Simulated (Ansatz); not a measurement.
# C4H7NS: the cost of one run

Program: Ansatz 0.2.0. Level of theory: RKS r2SCANh/def2-SVP. These are calculated values, not measurements.

### Step 1. The structure to begin with

Bond lengths: C1–C2 1.530 Å, C2–C3 1.488 Å, C3–S4 1.702 Å, C2–C5 1.330 Å, C5–N6 1.392 Å, C1–H7 1.050 Å, C1–H8 1.091 Å, C1–H9 1.071 Å, C3–H10 1.110 Å, C5–H11 1.129 Å, N6–H12 1.008 Å, N6–H13 1.022 Å. Angles (14 of 18 angles, heavy atoms first): C1–C2–C3 118.0°, C1–C2–C5 123.2°, C3–C2–C5 118.9°, C2–C3–S4 129.1°, C2–C5–N6 132.3°, C2–C1–H7 111.8°, C2–C1–H8 107.3°, C2–C1–H9 108.0°, C2–C3–H10 114.1°, S4–C3–H10 116.3°, C2–C5–H11 118.6°, N6–C5–H11 109.0°, C5–N6–H12 114.3°, C5–N6–H13 114.8°.

Structure file:

```xyz
13

C    -0.3377   -1.7198    0.4256
C     0.0482   -0.3087   -0.0238
C     0.9536   -0.1735   -1.1970
S     1.5656   -1.3835   -2.2261
C    -0.3508    0.7911    0.6093
N    -0.0957    2.1419    0.3930
H     0.5050   -2.2957    0.6699
H    -0.9854   -1.6178    1.2973
H    -0.9602   -2.1510   -0.3324
H     1.3735    0.8452   -1.3304
H    -1.0069    0.6823    1.5213
H    -0.7846    2.7629    0.7878
H     0.0959    2.3919   -0.5796
```

### Step 2. End point A

The input, input.yaml:

```yaml
crystal:
  periodic: [false, false, false]
  atoms:
    - { symbol: C, position_ang: [-0.3377, -1.7198, 0.4256] }
    - { symbol: C, position_ang: [0.0482, -0.3087, -0.0238] }
    - { symbol: C, position_ang: [0.9536, -0.1735, -1.197] }
    - { symbol: S, position_ang: [1.5656, -1.3835, -2.2261] }
    - { symbol: C, position_ang: [-0.3508, 0.7911, 0.6093] }
    - { symbol: "N", position_ang: [-0.0957, 2.1419, 0.393] }
    - { symbol: H, position_ang: [0.505, -2.2957, 0.6699] }
    - { symbol: H, position_ang: [-0.9854, -1.6178, 1.2973] }
    - { symbol: H, position_ang: [-0.9602, -2.151, -0.3324] }
    - { symbol: H, position_ang: [1.3735, 0.8452, -1.3304] }
    - { symbol: H, position_ang: [-1.0069, 0.6823, 1.5213] }
    - { symbol: H, position_ang: [-0.7846, 2.7629, 0.7878] }
    - { symbol: H, position_ang: [0.0959, 2.3919, -0.5796] }
basis:
  gaussian: { orbitals: def2-SVP }
hamiltonian:
  xc: r2scanh
relax:
  f_tol: 0.015
  max_steps: 40
```

On the command line:

```bash
$ ansatz run input.yaml --threads 2 --pin off --max-ram 3072MiB --backend cpu --events-out ev --progress --plain --runs-dir out
```

What time and memory should one allow on 2 threads of Arm Neoverse V2, shared host?

About 60 s, with a peak of 0.31 GiB.
